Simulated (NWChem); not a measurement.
# Correlation energy of H2Si

```xyz
3

Si     0.0000     0.0000    -0.0951
H      1.2867     0.0000     0.6656
H     -1.2867     0.0000     0.6656
```
Charge 0, spin multiplicity 3.

Program: NWChem. The geometry was optimised at UB3LYP/def2-SVP, a minimum by its harmonic frequencies.

Basis set: def2-SVP. Each correlation energy counts from its own Hartree-Fock reference.

| method | correlation energy (mHa) |
|---|---|
| SCS-UMP2 | -75.4 |
| CCSD on UHF | -92.7 |
| CCSD(T) on ROHF | -96.4 |
| CCSD[T] on UHF | -94.6 |
| CCSD on ROHF | -94.4 |
| CCSD[T] on ROHF | -96.5 |
| CCSD(T) on UHF | -94.5 |
| UMP2 | -71.5 |
| CCSDT on ROHF | -96.8 |

The values span 25.4 mHa, from CCSDT on ROHF (lowest) to UMP2 (highest). 

The correlated methods keep 5 core orbitals frozen. This spin state was chosen for the runs; another may lie lower. The structure started from a generated list of species. The unpaired electrons of the parent sit in orbitals of symmetry a1 and b2 (C2v labels of the run); other states weren't searched. The stability of the SCF solutions was not checked. Open-shell Hartree-Fock references start from PBE0 orbitals. No row is a measurement; the coupled-cluster row has its own basis-set and correlation limits.
